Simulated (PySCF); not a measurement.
# C4H5F: the cost of one run

The runs use PySCF 2.14.0, with density-fitted response routines of our own; the level of theory stands in each step. All values are computed, except where a source is named. Atoms are numbered from 0 throughout.

## 1. Starting geometry

10 atoms, charge 0, multiplicity 1; geometry from: GFN2-xTB. The atoms were then displaced at random by about 0.01 Å, so the start is not that level's minimum.

Bonds of the start (Å): F0–C1 1.36, C1–C2 1.34, C2–C3 1.47, C3–C4 1.53, C4–C1 1.50, C2–H5 1.08, C3–H6 1.10, C3–H7 1.10, C4–H8 1.06, C4–H9 1.10.

## 2. Geometry optimisation at PBE0-D3(BJ)/def2-SVP

Job settings and geometry (Å):

```
{"job": {"xc": "PBE0", "basis": "def2-SVP", "d3": "d3bj", "grid": 1, "shake": 0.01, "kind": "geom"}, "charge": 0, "multiplicity": 1}
F      2.394820     0.199930     0.375680
C      1.048840     0.201470     0.151450
C      0.124470     1.137020    -0.094100
C     -0.930990     0.119380    -0.177660
C      0.116250    -0.966450     0.097200
H      0.151040     2.211510    -0.186110
H     -1.428890     0.035610    -1.149730
H     -1.713510     0.206970     0.589880
H      0.290140    -1.661790    -0.681440
H     -0.001750    -1.504590     1.053760
```

On the command line:

```sh
$ OMP_NUM_THREADS=1 python probes_run.py task.json out
```

One launch serves the whole session: the jobs run in the order shown.

Q: Estimate the wall time and peak memory of this first job on 1 thread of Arm Neoverse V1, shared host.

About 24 s, with a peak of 0.39 GiB.
